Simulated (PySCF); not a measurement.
ClH. Atoms are numbered in the order given.

```xyz
2

Cl     0.0000     0.0000    -0.0711
H      0.0000     0.0000     1.2083
```
Charge 0, spin multiplicity 1.

Geometry optimised at PBE0-D3(BJ)/def2-TZVPD.

Level of theory: PBE/def2-TZVPD (PySCF).

ESP charges are fitted to the potential on shells at 1.4 to 2.0 van der Waals radii. Atomic charges (e):

```json
[
 {"atom": "Cl1", "meta-Löwdin": "-0.21", "ESP fit": "___"},
 {"atom": "H2", "meta-Löwdin": "0.21", "ESP fit": "___"}
]
```

**Question.** What belongs in the gaps? (The exact figures need the calculation; the answer reports its results.)

**Answer.** 
- Cl1, ESP fit: -0.22
- H2, ESP fit: 0.22
